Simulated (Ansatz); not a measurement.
Born–Oppenheimer molecular dynamics of BClH2O (5 atoms, charge 0, multiplicity 1). It starts from a relaxed structure.

All numbers below come from Ansatz, RKS PBE-D4/def2-SVP.

```json
{
  "ensemble": "NVT, Langevin thermostat",
  "time step": "0.5 fs",
  "steps asked": "166",
  "set temperature": "300 K",
  "friction": "0.005 /fs",
  "temperature schedule": "41 steps to 300 K, then 125 steps to 600 K",
  "seed": "317049"
}
```

First frame:

```xyz
5
Properties=species:S:1:pos:R:3
O -0.868 -0.628 -0.001
B 0.381 -0.135 0.137
Cl 0.786 1.511 -0.402
H -1.483 0.009 -0.414
H 1.234 -0.831 0.638
```

(1) How far do the bonds stretch over the last three quarters of this one trajectory? (Pairs bonded in most of those frames.)

Answers

(1) 
| bond | mean (Å) | spread (Å) | shortest | longest |
| --- | --- | --- | --- | --- |
| O1–B2 | 1.351 | 0.017 | 1.32 | 1.38 |
| O1–H4 | 0.978 | 0.012 | 0.95 | 1.00 |
| B2–Cl3 | 1.776 | 0.024 | 1.74 | 1.81 |
| B2–H5 | 1.211 | 0.014 | 1.18 | 1.24 |

Mean temperature of the second half: 189 K. The schedule's set-point averaged 500 K over the second half and the system 189 K, so it lags behind the ramp. A run of 0.083 ps of so small a system gives no equilibrium averages.

Run time: 110 s on 1 thread of Arm Neoverse V1 (shared host), peak memory 0.079 GiB.
